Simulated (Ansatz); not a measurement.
**Cost against result**

Saddle point of SiNH6Cl, closed shell (SiH₃Cl ([SiH3][Cl]) + NH₃ → SiNH₅ ([NH2][SiH3]) + HCl; bonds formed: Si1–N7, Cl2–H6; bonds broken: Si1–Cl2, H6–N7), PBE0-D4/def2-TZVP structure:

Si1  (-0.898, 0.105, -0.245)
Cl2  (1.063, -1.229, -1.718)
H3  (-0.859, 0.934, -1.457)
H4  (-1.703, 0.873, 0.761)
H5  (-1.444, -1.259, -0.250)
H6  (1.304, -0.392, -0.081)
N7  (0.732, 0.165, 0.654)
H8  (1.090, 1.107, 0.780)
H9  (0.715, -0.303, 1.555)
(Å)

Barriers are electronic and count from the start structure reached by relaxing down the imaginary mode.

Ansatz 0.2.0; basis: as named in each row; cores frozen in the correlated methods. B3LYP uses VWN-RPA correlation. Extrapolation: Hartree–Fock as exp(−7.88 √X), correlation as X^−2.97.

Times are rough, for one single point on 2 threads of a shared host (Intel Xeon Platinum 8488C).

The estimate by CCSD(T) at an estimated basis limit (MP2 extrapolated from triple and quadruple zeta, plus CCSD(T) − MP2 in triple zeta) is 16.43 kcal/mol.

| method | basis | time (s) | barrier (kcal/mol) | method less estimate |
| --- | --- | --- | --- | --- |
| SPW92 | def2-TZVPP | 2 | 7.36 | -9.06 |
| PBE-D4 | def2-TZVPP | 2 | 13.55 | -2.88 |
| BLYP-D4 | def2-TZVPP | 2 | 15.38 | -1.05 |
| B3LYP-D4 | def2-TZVPP | 3 | 16.00 | -0.43 |
| BHLYP-D4 | def2-TZVPP | 3 | 17.18 | 0.75 |
| CAM-B3LYP-D4 | def2-TZVPP | 3 | 15.92 | -0.50 |
| PBE0-D4 | def2-TZVPP | 4 | 14.55 | -1.88 |
| RPA on PBE | def2-TZVPP | 4 | 19.39 | 2.96 |
| r2SCAN0-D4 | def2-TZVPP | 5 | 15.19 | -1.24 |
| r2SCAN-D4 | def2-TZVPP | 5 | 14.62 | -1.81 |
| PBE-QIDH | def2-TZVPP | 6 | 15.71 | -0.71 |
| B2PLYP | def2-TZVPP | 6 | 16.97 | 0.54 |
| B97M-V | def2-TZVPP | 6 | 18.17 | 1.74 |
| wB97X-V | def2-TZVPP | 8 | 16.92 | 0.49 |
| wB97M-V | def2-TZVPP | 8 | 16.66 | 0.23 |
| MP2 | def2-QZVPP | 14 | 16.11 | -0.31 |
| CCSD(T) | def2-TZVPP | 36 | 17.92 | 1.49 |

All methods are single points on the PBE0-D4 structures.

The T1 diagnostic stays at or below 0.010.

The step is the kind of exchange with an N–H group that builds nitride films in atomic layer and chemical vapour deposition.

Labels in which every atom is bracketed show which atoms are joined, not bond orders.
